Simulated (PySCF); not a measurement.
PySCF input (BP86/6-31G* (5d)):

```python
from pyscf import gto, dft

mol = gto.M(
    atom='''
    O     0.00099809    0.01389308    1.14711140
    C     0.00924645    1.12452499    0.24677396
    C    -0.00831003   -1.06235820    0.31731738
    C     0.00561935    0.80061591   -1.07178213
    C    -0.00608590   -0.66131746   -0.98413576
    H     0.01719716    2.05952955    0.79186404
    H    -0.01570943   -2.02795876    0.80476096
    H    -0.01229172   -1.35150690   -1.82255693
    ''',
    basis='6-31g*',
    charge=-1,
    spin=0,
    verbose=4,
)

mf = dft.RKS(mol, xc='bp86')
mf.grids.level = 3
mf.conv_tol = 1e-9
mf.max_cycle = 100
mf.max_memory = 1500
mf.kernel()
if not mf.converged:
    mf = mf.newton()
    mf.kernel(mf.make_rdm1())
mf.dip_moment()
```

From the last part of the output:

```
  HOMO = 0.256291619538133  LUMO = 0.289898627595369  gap/eV = 0.91449
cycle= 2 E= -228.73345681649  delta_E= 0.462  |g|= 1.44  |ddm|= 6.88
  HOMO = 0.0808078487932709  LUMO = 0.241216648380893  gap/eV = 4.36495
cycle= 3 E= -229.313299492099  delta_E= -0.58  |g|= 0.348  |ddm|= 6.36
  HOMO = 0.0974985015729972  LUMO = 0.208910844680509  gap/eV = 3.03168
cycle= 4 E= -229.339415417092  delta_E= -0.0261  |g|= 0.199  |ddm|= 0.627
  HOMO = 0.0930589830049007  LUMO = 0.21052222153221  gap/eV = 3.19634
cycle= 5 E= -229.347323256601  delta_E= -0.00791  |g|= 0.087  |ddm|= 0.219
  HOMO = 0.0949104617377876  LUMO = 0.214532448304965  gap/eV = 3.25508
cycle= 6 E= -229.348820997853  delta_E= -0.0015  |g|= 0.0277  |ddm|= 0.0984
  HOMO = 0.0938524235620077  LUMO = 0.214643548507108  gap/eV = 3.28689
cycle= 7 E= -229.348970360677  delta_E= -0.000149  |g|= 0.0138  |ddm|= 0.0378
  HOMO = 0.0938521779374391  LUMO = 0.214245545957697  gap/eV = 3.27607
cycle= 8 E= -229.349022149609  delta_E= -5.18e-05  |g|= 0.00092  |ddm|= 0.0147
  HOMO = 0.0936499061076552  LUMO = 0.214210099225974  gap/eV = 3.28061
cycle= 9 E= -229.349022251239  delta_E= -1.02e-07  |g|= 0.00066  |ddm|= 0.00193
  HOMO = 0.0936884413790562  LUMO = 0.214199008989575  gap/eV = 3.27926
cycle= 10 E= -229.349022410285  delta_E= -1.59e-07  |g|= 0.000154  |ddm|= 0.000757
  HOMO = 0.093686476555296  LUMO = 0.214194129625819  gap/eV = 3.27918
cycle= 11 E= -229.349022395093  delta_E= 1.52e-08  |g|= 1.87e-05  |ddm|= 0.000194
  HOMO = 0.0936880938280109  LUMO = 0.21419569960308  gap/eV = 3.27918
cycle= 12 E= -229.349022395184  delta_E= -9.12e-11  |g|= 1.38e-06  |ddm|= 2.96e-05
  HOMO = 0.0936880386793333  LUMO = 0.214195450719592  gap/eV = 3.27917
Extra cycle  E= -229.349022395187  delta_E= -2.67e-12  |g|= 1.47e-06  |ddm|= 5.37e-06
converged SCF energy = -229.349022395187

WARN: System has nonzero charge -1; the dipole moment is origin-dependent.
Location of origin: [0. 0. 0.]

Dipole moment(X, Y, Z, Debye): -0.01824, -2.54872,  2.95282
```

The dipole moment of an ion depends on the origin.
